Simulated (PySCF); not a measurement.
CF₃: umbrella curve

Level of theory: Ur2SCAN in PySCF with C def2-TZVP, F def2-TZVP; no relativity; density-fitted integrals.

Rigid scan from the doublet minimum (C–F 1.321 Å (×3); F–C–F 111.2° (×3)). Coordinate: angle between each bond and the threefold axis, bonds fixed. Energies in kJ/mol from the minimum.

(1) Predict the curve at 55, 60, 65, 70, 75, 80, 85, 90.

## Answers

(1) 
```tsv
angle of the bonds to the threefold axis (°)	E (kJ/mol)	dipole size (D)	⟨S²⟩
55	317.5	1.44	0.75
60	141.0	1.11	0.75
65	44.6	0.76	0.75
70	4.0	0.41	0.75
75	5.2	0.08	0.75
80	38.0	0.21	0.75
85	86.5	0.31	0.75
90	113.2	0.00	0.76
```

With the bonds held, the planar shape lies 113.2 kJ/mol from the minimum.

Other isomers or separated fragments may lie lower.
